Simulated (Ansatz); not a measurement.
# C3H4FNO: a nudged elastic band in two tries

The task is a band of images between two relaxed ends. SMILES of the start: NC1(O)C=C1F.

Method: RKS LDA/def2-SVP, in Ansatz 0.2.0.

**1. The system as given**

Bond lengths: N1–C2 1.412 Å, C2–O3 1.396 Å, C2–C4 1.525 Å, C2–C5 1.467 Å, C4–C5 1.308 Å, C5–F6 1.306 Å, N1–H7 1.031 Å, N1–H8 1.031 Å, O3–H9 0.977 Å, C4–H10 1.098 Å. Angles (14 of 16 angles, heavy atoms first): N1–C2–O3 110.7°, N1–C2–C4 120.6°, N1–C2–C5 121.6°, O3–C2–C4 119.2°, O3–C2–C5 121.4°, C4–C2–C5 51.8°, C2–C4–C5 61.8°, C2–C5–C4 66.4°, C2–C5–F6 147.5°, C4–C5–F6 146.1°, C2–N1–H7 108.6°, C2–N1–H8 109.1°, C2–O3–H9 108.2°, C2–C4–H10 145.2°.

Coordinates:

```xyz
10

N    -1.1419   -0.7220    0.6648
C    -0.0084   -0.2030    0.0019
O     0.8606   -1.2305   -0.3677
C     0.5666    1.1546    0.3925
C    -0.0670    1.0569   -0.7478
F    -0.4453    1.6754   -1.8345
H    -0.8244   -1.2802    1.4720
H    -1.6226   -1.3862    0.0400
H     1.6506   -0.8295   -0.7805
H     1.1149    1.7136    1.1625
```

**2. The run**

Contents of input.yaml:

```yaml
crystal:
  periodic: [false, false, false]
  atoms:
    - { symbol: "N", position_ang: [-1.141922, -0.722036, 0.664802] }
    - { symbol: C, position_ang: [-0.00845, -0.203022, 0.001852] }
    - { symbol: O, position_ang: [0.860597, -1.230483, -0.367741] }
    - { symbol: C, position_ang: [0.566623, 1.154567, 0.392518] }
    - { symbol: C, position_ang: [-0.066986, 1.056928, -0.747799] }
    - { symbol: F, position_ang: [-0.445333, 1.675438, -1.83452] }
    - { symbol: H, position_ang: [-0.824429, -1.280224, 1.471981] }
    - { symbol: H, position_ang: [-1.622568, -1.386248, 0.040043] }
    - { symbol: H, position_ang: [1.650568, -0.829516, -0.780507] }
    - { symbol: H, position_ang: [1.114898, 1.713596, 1.162472] }
magnetization:
  spin_polarized: true
  initial_magnetization: 1
basis:
  gaussian: { orbitals: def2-SVP }
hamiltonian:
  xc: lda
neb:
  order_check: false
  images: 7
  f_tol: 0.05
  max_iterations: 8
  final_atoms:
    - { symbol: "N", position_ang: [-0.8696878, -0.94364535, 0.78320529] }
    - { symbol: C, position_ang: [0.10794695, -0.29402611, 0.00482485] }
    - { symbol: O, position_ang: [0.94524372, -1.27525064, -0.48138668] }
    - { symbol: C, position_ang: [0.62887693, 1.0676024, 0.43090291] }
    - { symbol: C, position_ang: [-0.07291183, 1.01076078, -0.68225824] }
    - { symbol: F, position_ang: [-0.60313089, 1.75904928, -1.62596807] }
    - { symbol: H, position_ang: [-1.67412286, -0.34665903, 0.99285033] }
    - { symbol: H, position_ang: [-1.16554545, -1.82990854, 0.35738867] }
    - { symbol: H, position_ang: [1.64162262, -0.82936978, -0.99947911] }
    - { symbol: H, position_ang: [1.1447066, 1.630447, 1.22302105] }
  initial_path:
    images:
      - { positions_ang: [[-1.141922, -0.722036, 0.664802], [-0.00845, -0.203022, 0.001852], [0.860597, -1.230483, -0.367741], [0.566623, 1.154567, 0.392518], [-0.066986, 1.056928, -0.747799], [-0.445333, 1.675438, -1.83452], [-0.824429, -1.280224, 1.471981], [-1.622568, -1.386248, 0.040043], [1.650568, -0.829516, -0.780507], [1.114898, 1.713596, 1.162472]] }
      - { positions_ang: [[-1.11547246, -0.79667327, 0.67227733], [-0.01440148, -0.20857538, 0.01444927], [0.89310027, -1.19189712, -0.37730625], [0.49510203, 1.14185371, 0.43816846], [-0.14610694, 1.0448395, -0.71829016], [-0.27650703, 1.65309791, -1.79376461], [-0.84224216, -1.23858471, 1.5196989], [-1.64173808, -1.37361359, 0.03765357], [1.61845573, -0.78179127, -0.85382382], [1.11280812, 1.70034421, 1.0640383]] }
      - { positions_ang: [[-1.08902292, -0.87131053, 0.67975267], [-0.02035296, -0.21412875, 0.02704655], [0.92560353, -1.15331124, -0.38687149], [0.42358105, 1.12914042, 0.48381891], [-0.22522789, 1.032751, -0.68878132], [-0.10768105, 1.63075782, -1.75300923], [-0.86005531, -1.19694542, 1.56741681], [-1.66090815, -1.36097918, 0.03526415], [1.58634346, -0.73406653, -0.92714064], [1.11071824, 1.68709242, 0.9656046]] }
      - { positions_ang: [[-1.06257338, -0.9459478, 0.687228], [-0.02630444, -0.21968213, 0.03964382], [0.9581068, -1.11472536, -0.39643674], [0.35206008, 1.11642713, 0.52946937], [-0.30434883, 1.0206625, -0.65927248], [0.06114492, 1.60841773, -1.71225384], [-0.87786847, -1.15530613, 1.61513471], [-1.68007823, -1.34834478, 0.03287472], [1.55423119, -0.6863418, -1.00045746], [1.10862836, 1.67384063, 0.8671709]] }
      - { positions_ang: [[-1.03612384, -1.02058506, 0.69470333], [-0.03225592, -0.2252355, 0.0522411], [0.99061007, -1.07613948, -0.40600198], [0.28053911, 1.10371384, 0.57511983], [-0.38346977, 1.00857401, -0.62976364], [0.2299709, 1.58607764, -1.67149846], [-0.89568163, -1.11366684, 1.66285261], [-1.69924831, -1.33571037, 0.03048529], [1.52211892, -0.63861707, -1.07377429], [1.10653848, 1.66058884, 0.7687372]] }
      - { positions_ang: [[-0.99451483, -1.00135014, 0.71682882], [0.0027948, -0.24243315, 0.04038704], [0.97926848, -1.12591727, -0.42484816], [0.36762356, 1.09468598, 0.5390656], [-0.30583029, 1.0091207, -0.64288729], [0.02169545, 1.62932055, -1.66011586], [-1.09029193, -0.92191489, 1.49535204], [-1.5658226, -1.45925991, 0.11221114], [1.55199484, -0.68630525, -1.05520049], [1.11608051, 1.65305338, 0.88230816]] }
      - { positions_ang: [[-0.95290582, -0.98211521, 0.73895431], [0.03784551, -0.25963081, 0.02853297], [0.9679269, -1.17569506, -0.44369433], [0.45470802, 1.08565812, 0.50301137], [-0.2281908, 1.00966739, -0.65601094], [-0.18657999, 1.67256346, -1.64873327], [-1.28490224, -0.73016294, 1.32785147], [-1.43239688, -1.58280945, 0.19393698], [1.58187077, -0.73399342, -1.0366267], [1.12562254, 1.64551792, 0.99587912]] }
      - { positions_ang: [[-0.91129681, -0.96288028, 0.7610798], [0.07289623, -0.27682846, 0.01667891], [0.95658531, -1.22547285, -0.4625405], [0.54179247, 1.07663026, 0.46695714], [-0.15055132, 1.01021409, -0.66913459], [-0.39485544, 1.71580637, -1.63735067], [-1.47951255, -0.53841099, 1.1603509], [-1.29897117, -1.706359, 0.27566283], [1.6117467, -0.7816816, -1.0180529], [1.13516457, 1.63798246, 1.10945009]] }
      - { positions_ang: [[-0.8696878, -0.94364535, 0.78320529], [0.10794695, -0.29402611, 0.00482485], [0.94524372, -1.27525064, -0.48138668], [0.62887693, 1.0676024, 0.43090291], [-0.07291183, 1.01076078, -0.68225824], [-0.60313089, 1.75904928, -1.62596807], [-1.67412286, -0.34665903, 0.99285033], [-1.16554545, -1.82990854, 0.35738867], [1.64162262, -0.82936978, -0.99947911], [1.1447066, 1.630447, 1.22302105]] }
```

Started as:

```console
$ ansatz run input.yaml --threads 2 --pin off --max-ram 3072MiB --backend cpu --events-out ev --progress --plain --runs-dir out
```

**Question.** What will these runs give? Wanted: first try.

As calculated:

| quantity | value |
| --- | --- |
| first try | refused |
| cause | the number of unpaired electrons doesn't fit the number of electrons: even goes with even, odd with odd |

What this shows: The fault in the first input was caught at the input check and cost nothing.
